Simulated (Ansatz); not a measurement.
**One step, two centres**

Four-centre ligand exchange, with the central atom changed down its group and all else kept; in the first member these bonds form or tighten: B–P, H–N; these break or loosen: B–N, H–P.

Gas-phase electronic energies, without zero-point energy, by CCSD(T) at an estimated basis limit (MP2 extrapolated from triple and quadruple zeta, plus CCSD(T) − MP2 in triple zeta); Ansatz 0.2.0, def2-TZVPP and QZVPP, frozen cores, on PBE0-D4/def2-TZVP structures. Extrapolation: Hartree–Fock as exp(−7.88 √X), correlation as X^−2.97. All energies, in kJ/mol, count from the separated reactants, without counterpoise correction; the start and end structures are the complexes reached by relaxing down from the saddle, and deeper ones may exist. Brackets give SMILES, or, where every atom is bracketed, only which atoms are joined. Steps whose reference was doubtful or whose search ended elsewhere are left out.

| reactants | products | start structure | saddle | end structure | saddle by PBE-D4/TZ |
| --- | --- | --- | --- | --- | --- |
| BNH₄ ([BH2][NH2]) + PH₃ | BPH₄ ([BH2][PH2]) + NH₃, still joined by a dative B–N bond | -4.3 | ? | 5.3 | 108.4 |
| AlNH₄ ([NH2][AlH2]) + PH₃ | AlPH₄ ([AlH2][PH2]) + NH₃, still joined by a dative Al–N bond | -36.2 | 67.0 | -73.4 | 31.0 |

Problem. What is the height of the saddle for BNH₄ ([BH2][NH2]) + PH₃? (Judge from chemistry; the value comes from the calculation.)

Solution. By the calculation: 153.2 kJ/mol relative to the separated reactants, the higher of the two; above its start structure the barrier is 153.2 − (-4.3) ≈ 157.4 kJ/mol.

Aluminium, larger and more positive than boron, binds the incoming molecule more strongly, and well and saddle both drop.

Problem. How do the PBE-D4 saddles lie against the coupled-cluster estimate?

Solution. Both lower, by 36.0 to 44.7 kJ/mol.

T1 diagnostic: at most 0.013.

For scale, one of the runs: CCSD(T)/def2-TZVPP, 213 basis functions, launched by `ansatz run in.yaml --threads 2 --pin off --events-out ev --progress --plain --max-ram 4352MiB`. Time: 23 s of wall clock on 2 CPU threads; the host was shared. Peak host memory: 2.9 GiB.
